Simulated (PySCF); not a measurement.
# Basis-set dependence of population analyses: `Nc1cccs1`

Compound: C4H5NS.
Cartesian coordinates in Å at the PBE0-D3(BJ)/def2-SVP level; atoms count from 1:
```xyz
11
C4H5NS angstrom
N      2.1337    0.0393   -0.1710
C      0.7623    0.1173   -0.0217
C     -0.1988   -0.7851   -0.4157
C     -1.5219   -0.3202   -0.1589
C     -1.5601    0.9139    0.4229
S      0.0358    1.5404    0.6597
H      2.4777   -0.9051   -0.2986
H      2.6761    0.5401    0.5229
H      0.0391   -1.7463   -0.8732
H     -2.4196   -0.8933   -0.3963
H     -2.4231    1.5001    0.7322
```

PBE0 throughout (PySCF), one geometry, spherical d and f functions. Isolated species at its PBE0-D3(BJ)/def2-SVP geometry, gas phase. Atoms taken as equivalent share a column and are averaged. The first 7 of 10 kinds of atom are listed.

Mulliken charges (e):

```csv
basis,functions,N1,C2,C3,C4,C5,S6,H7/H8
STO-3G,39,-0.400,-0.033,-0.145,-0.111,-0.217,+0.257,+0.208
6-31G,68,-0.751,-0.214,-0.071,-0.108,-0.553,+0.491,+0.330
pcSseg-0,68,-0.732,-0.248,-0.139,-0.198,-0.579,+0.480,+0.334
6-31G*,98,-0.799,+0.013,-0.178,-0.134,-0.419,+0.266,+0.355
def2-SVP,113,-0.146,-0.112,-0.020,-0.005,-0.132,+0.059,+0.134
cc-pVDZ,113,-0.153,-0.101,+0.002,+0.040,-0.166,+0.120,+0.110
pcSseg-1,134,-0.404,-0.115,-0.072,-0.058,-0.294,+0.238,+0.192
aug-cc-pVDZ,187,-0.340,+0.138,+0.823,+0.618,-0.140,+0.373,-0.031
"6-311+G(2d,p)",200,-0.489,+0.395,-0.241,-0.293,+0.048,-0.244,+0.240
def2-TZVP,222,-0.452,+0.145,-0.244,-0.154,-0.185,+0.018,+0.245
cc-pVTZ,254,-0.260,+0.067,-0.183,-0.144,-0.176,+0.041,+0.150
IGLO-III,269,-0.474,+0.077,-0.185,-0.112,-0.258,+0.277,+0.218
```

IAO charges (e):

| basis | functions | N1 | C2 | C3 | C4 | C5 | S6 | H7/H8 |
| --- | --- | --- | --- | --- | --- | --- | --- | --- |
| STO-3G | 39 | -0.396 | -0.088 | -0.230 | -0.179 | -0.306 | +0.353 | +0.223 |
| 6-31G | 68 | -0.502 | -0.025 | -0.256 | -0.171 | -0.327 | +0.239 | +0.276 |
| pcSseg-0 | 68 | -0.466 | -0.038 | -0.256 | -0.169 | -0.330 | +0.242 | +0.266 |
| 6-31G* | 98 | -0.506 | -0.019 | -0.253 | -0.163 | -0.337 | +0.272 | +0.270 |
| def2-SVP | 113 | -0.491 | -0.019 | -0.258 | -0.165 | -0.337 | +0.280 | +0.267 |
| cc-pVDZ | 113 | -0.502 | -0.015 | -0.261 | -0.167 | -0.341 | +0.276 | +0.270 |
| pcSseg-1 | 134 | -0.505 | -0.023 | -0.261 | -0.169 | -0.345 | +0.284 | +0.271 |
| aug-cc-pVDZ | 187 | -0.532 | -0.015 | -0.265 | -0.173 | -0.345 | +0.280 | +0.281 |
| 6-311+G(2d,p) | 200 | -0.533 | -0.021 | -0.263 | -0.172 | -0.351 | +0.294 | +0.280 |
| def2-TZVP | 222 | -0.528 | -0.022 | -0.263 | -0.170 | -0.354 | +0.298 | +0.279 |
| cc-pVTZ | 254 | -0.525 | -0.018 | -0.264 | -0.171 | -0.350 | +0.289 | +0.278 |
| IGLO-III | 269 | -0.534 | -0.024 | -0.264 | -0.173 | -0.355 | +0.302 | +0.281 |

Some averages cover members that differ in this geometry, most widely: H7/H8, Mulliken in aug-cc-pVDZ -0.049 to -0.013 e.

Q: Which scheme is steadiest as the basis changes?

A: Largest range over the bases for any column: IAO 0.14 e, Mulliken 1.07 e. IAO charges move least and Mulliken charges most, counted in e. Without the minimal STO-3G basis the ranges are IAO 0.07, Mulliken 1.07 e.

Q: How much do the charges still move between the two largest bases, cc-pVTZ and IGLO-III?

A: At most, over all atoms: Mulliken 0.236 e, IAO 0.014 e.

Q: What do the same runs give for the total energy, the frontier levels and the dipole moment?

A: 
```tsv
basis	energy (Eh)	HOMO (eV)	LUMO (eV)	μ (D)
STO-3G	-600.9921	-3.02	3.60	1.97
6-31G	-607.8593	-5.42	0.47	2.03
pcSseg-0	-607.0159	-5.72	0.17	2.07
6-31G*	-607.9467	-5.36	0.48	1.84
def2-SVP	-607.7008	-5.55	0.31	1.86
cc-pVDZ	-607.9922	-5.45	0.37	1.85
pcSseg-1	-607.9306	-5.68	0.11	1.82
aug-cc-pVDZ	-608.0090	-5.68	-0.29	1.70
6-311+G(2d,p)	-608.0474	-5.67	-0.12	1.71
def2-TZVP	-608.0684	-5.64	0.06	1.75
cc-pVTZ	-608.0671	-5.60	0.13	1.75
IGLO-III	-608.0701	-5.65	0.04	1.68
```

The dipole is fixed by the density alone, so its range of 0.39 D shows that the density itself changes with the basis, not only its division among atoms.
